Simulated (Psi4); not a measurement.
**UMP2/6-31G(d) (density fitting with cc-pvtz-jkfit, density fitting for correlation, spherical functions, sweep point 4) run of [S2]−**

Aim: the vertical doublet–quartet gap of [S2]− at UMP2/6-31G* (density fitting with cc-pvtz-jkfit, density fitting for correlation, spherical functions, sweep point 4), from 2 runs. The job is set up through a Python script.

The calculation is run with Psi4 1.11.

4 further runs of the same task are left out: 2 that didn't finish, 2 set aside as unsound or not needed.

## Step 1: The molecule

[S2]−: 2 atoms, total charge -1, spin state doublet. Geometry: relaxed at GFN2-xTB.

Bond lengths: S1–S2 1.977 Å.

## Step 2: A single-point energy at UMP2/6-31G(d) (density fitting with cc-pvtz-jkfit, density fitting for correlation, spherical functions, sweep point 4)

The input, calc.py:

```python
import psi4

psi4.set_memory(1600000000)
psi4.set_num_threads(1)
psi4.set_output_file('psi4.out', False)

geom = psi4.geometry("""
-1 2
S      0.678550    -0.576410    -0.430000
S     -0.678550     0.576410     0.430000
symmetry c1
""")

psi4.set_options({
    'basis': '6-31G*',
    'reference': 'uhf',
    'puream': True,
    'scf_type': 'df',
    'num_frozen_docc': 10,
    'df_basis_scf': 'cc-pvtz-jkfit',
    'maxiter': 150,
})

e_tot = psi4.energy("mp2")
print('E =', round(e_tot, 9))
```

Launch:

```
$ python calc.py
```

psi4.out:

```text
[...]
  Running in c1 symmetry.
[...]
  Nuclear repulsion =   68.507049192630959
[...]
  Multiplicity = 2
[...]
  Nalpha       = 17
  Nbeta        = 16
[...]
    Number of basis functions: 36
[...]
   @DF-UHF iter   1:  -795.01277740380635   -5.20190e-01   5.02822e-03 ADIIS/DIIS
[...]
   @DF-UHF iter  10:  -795.04299048734379   -7.04858e-12   6.36388e-09 DIIS
[...]
   @S^2 Observed:                7.633335951E-01
[...]
    Orbital Energies [Eh]
    ---------------------
    Alpha Occupied:
       1A    -91.708465     2A    -91.708431     3A     -8.723306
       4A     -8.723099     5A     -6.411946     6A     -6.411924
       7A     -6.404058     8A     -6.403503     9A     -6.400101
      10A     -6.400074    11A     -0.804289    12A     -0.574682
      13A     -0.255997    14A     -0.246710    15A     -0.221980
      16A     -0.114918    17A     -0.076910
    Alpha Virtual:
      18A      0.359716    19A      0.644543    20A      0.669783
      21A      0.728743    22A      0.747453    23A      0.751534
      24A      0.767964    25A      0.790619    26A      0.891123
[...]
  @DF-UHF Final Energy:  -795.04299048734379
   => Energetics <=
    Nuclear Repulsion Energy =             68.5070491926309586
    One-Electron Energy =               -1244.3841258695833858
    Two-Electron Energy =                 380.8340861896086267
    Total Energy =                       -795.0429904873437863
  UHF NO Occupations:
  HONO-2 :   15  A 1.9985753
  HONO-1 :   16  A 1.9956658
[...]
 Multipole Moments:
 ------------------------------------------------------------------------------------
     Multipole            Electronic (a.u.)      Nuclear  (a.u.)        Total (a.u.)
 ------------------------------------------------------------------------------------
 L = 1.  Multiply by 2.5417464519 to convert [e a0] to [Debye]
 Dipole X            :          0.0000000            0.0000000            0.0000000
 Dipole Y            :         -0.0000000            0.0000000           -0.0000000
 Dipole Z            :         -0.0000000            0.0000000           -0.0000000
 Magnitude           :                                                    0.0000000
[...]
```

The script printed:

```text
E = -795.267143575
```

It took 1.6 s on 1 thread of Intel Xeon Platinum 8488C (Sapphire Rapids), shared host; peak memory 0.19 GiB.

## Step 3: The quartet, same level

The input, s2.py:

```python
import psi4

psi4.set_memory('1600 MB')
psi4.set_num_threads(1)
psi4.core.set_output_file('s2.out', False)

geom = psi4.geometry("""
-1 4
S      0.678550    -0.576410    -0.430000
S     -0.678550     0.576410     0.430000
symmetry c1
""")

options = {'basis': '6-31G*', 'reference': 'uhf', 'puream': True, 'scf_type': 'df', 'num_frozen_docc': 10, 'df_basis_scf': 'cc-pvtz-jkfit', 'maxiter': 150}
psi4.set_options(options)

e_tot, wfn = psi4.energy('mp2', return_wfn=True)
print('E =', round(e_tot, 9))
```

Launch:

```
$ python s2.py
```

s2.out:

```text
[...]
  Running in c1 symmetry.
[...]
  Nuclear repulsion =   68.507049192630959
[...]
  Multiplicity = 4
[...]
  Nalpha       = 18
  Nbeta        = 15
[...]
    Number of basis functions: 36
[...]
   @DF-UHF iter   1:  -794.89157177895981   -3.98985e-01   5.14984e-03 DIIS/ADIIS
[...]
   @DF-UHF iter  10:  -794.92514851345231   -4.43379e-12   6.13633e-09 DIIS
[...]
   @S^2 Observed:                3.779221007E+00
[...]
    Orbital Energies [Eh]
    ---------------------
    Alpha Occupied:
       1A    -91.718484     2A    -91.718447     3A     -8.736055
       4A     -8.735920     5A     -6.420060     6A     -6.420060
       7A     -6.420021     8A     -6.420021     9A     -6.417544
      10A     -6.417029    11A     -0.848881    12A     -0.636686
      13A     -0.307004    14A     -0.276560    15A     -0.276560
      16A     -0.138236    17A     -0.138236    18A      0.056374
    Alpha Virtual:
      19A      0.628802    20A      0.648283    21A      0.715023
      22A      0.715023    23A      0.715644    24A      0.750169
      25A      0.750169    26A      0.848464    27A      1.080652
[...]
  @DF-UHF Final Energy:  -794.92514851345231
   => Energetics <=
    Nuclear Repulsion Energy =             68.5070491926309586
    One-Electron Energy =               -1244.0387656375601182
    Two-Electron Energy =                 380.6065679314768317
    Total Energy =                       -794.9251485134523136
  UHF NO Occupations:
  HONO-2 :   16  A 1.0000000
  HONO-1 :   17  A 1.0000000
[...]
 Multipole Moments:
 ------------------------------------------------------------------------------------
     Multipole            Electronic (a.u.)      Nuclear  (a.u.)        Total (a.u.)
 ------------------------------------------------------------------------------------
 L = 1.  Multiply by 2.5417464519 to convert [e a0] to [Debye]
 Dipole X            :          0.0000000            0.0000000            0.0000000
 Dipole Y            :         -0.0000000            0.0000000           -0.0000000
 Dipole Z            :         -0.0000000            0.0000000           -0.0000000
 Magnitude           :                                                    0.0000000
[...]
```

The script printed:

```text
E = -795.15424454
```

Wall time 1.5 s (1 thread of Intel Xeon Platinum 8488C (Sapphire Rapids), shared host); peak memory 0.19 GiB.

## Step 4: What came out

At UMP2/6-31G* (density fitting with cc-pvtz-jkfit, density fitting for correlation, spherical functions, sweep point 4), 10 core orbitals frozen:

```
                                                           quantity          value
                                              doublet: total energy  -795.26714 Eh
doublet: HOMO energy (Hartree–Fock orbitals) (highest over α and β)       -1.70 eV
 doublet: LUMO energy (Hartree–Fock orbitals) (lowest over α and β)        6.49 eV
              doublet: correlation energy (10 core orbitals frozen)     -224.2 mEh
                         doublet: ⟨S²⟩ of the reference determinant          0.763
                                              quartet: total energy  -795.15424 Eh
quartet: HOMO energy (Hartree–Fock orbitals) (highest over α and β)        1.53 eV
 quartet: LUMO energy (Hartree–Fock orbitals) (lowest over α and β)        6.68 eV
              quartet: correlation energy (10 core orbitals frozen)     -229.1 mEh
                         quartet: ⟨S²⟩ of the reference determinant          3.779
                   vertical energy of the quartet above the doublet       3.072 eV
```

What this shows: At this shape the quartet lies 3.07 eV (296 kJ/mol) above the doublet. The HOMO (quartet) lies at positive energy, 1.53 eV: the electron is unbound at this level or held by a compact basis; values depend on the basis.
